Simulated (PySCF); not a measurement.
An unknown is described by computed data only.

Formula: C2H6Si.

- UV, strongest line: among the 8 lowest singlet transitions: S2 at 7.41 eV (167 nm, f = 0.463) [TDDFT wB97X-D/def2-SVPD]
- Rotational structure: rotational constants A, B, C: 35.408, 5.163, 4.750 GHz [GFN2-xTB]
- Dipole: 0.53 D [wB97X-D/def2-SVPD]
- Polarisability: 53.1 au [wB97X-D/def2-SVPD]
- Triplet: lowest triplet excitation (Tamm–Dancoff): 4.49 eV [TDA wB97X-D/def2-SVPD]
- 13C NMR: chemical shifts (computed TMS as zero) by class: 144.1 (1 C), 138.0 (1 C) ppm [GIAO PBE0/pcSseg-1]
- UV, first state: lowest singlet excitation: 6.90 eV (180 nm, f = 0.001) [TDDFT wB97X-D/def2-SVPD]
- 1H NMR: chemical shifts (computed TMS as zero) by class: 6.42 (1 H), 6.41 (1 H), 6.29 (1 H), 4.18 (3 H) ppm [GIAO PBE0/pcSseg-1]
- XPS: Si2p3/2 106.7, C1s 290.2, C1s 290.5, Si1s 1846.4 eV [ΔSCF SCAN, pcX-2 on the ionised atom, pcseg-1 elsewhere, spin-free X2C, 2p3/2 from a spin–orbit splitting computed afterwards within the 2p shell]

Electronic properties: PySCF, gas phase, density fitting. Levels stand in brackets. Geometry: GFN2-xTB; no solvent, vibrations or thermal averaging. Each NMR value is the plain mean over a class of atoms that symmetry, rotation or inversion makes alike.

Task: Propose a structure and show how it fits.

Result: Numbering: `[CH2:1]=[CH:2][SiH3:3]`. Its formula, C2H6Si, gives 1 degree of unsaturation: 0 rings and 1 π bond in the structure found. 2 carbons fall into 2 classes; from least to most shielded: terminal =CH2 carbon [C1] (144.1 ppm), alkene CH carbon [C2] (138.0 ppm). Hydrogen classes from least to most shielded: 1 H on a terminal =CH2 carbon, C1 (6.42 ppm), 1 H on an alkene CH carbon, C2 (6.41 ppm), 1 H on a terminal =CH2 carbon, C1 (6.29 ppm), 3 H on an SiH3 silicon, Si3 (4.18 ppm). The core levels belong to: Si2p3/2 106.7 eV, SiH3 silicon [Si3]; C1s 290.2 eV, alkene CH carbon [C2]; C1s 290.5 eV, terminal =CH2 carbon [C1]; Si1s 1846.4 eV, SiH3 silicon [Si3]. The optimised geometry has point group Cs and is an asymmetric top. Structure: vinylsilane (`C=C[SiH3]`). Computed isomers that give other values at the same levels: `C1C[SiH2]1` (13C chemical shifts (computed TMS as zero) by class: -7.7 (2 C) ppm). The assignments are read from this structure; whether some other isomer fits the data as well wasn't checked.
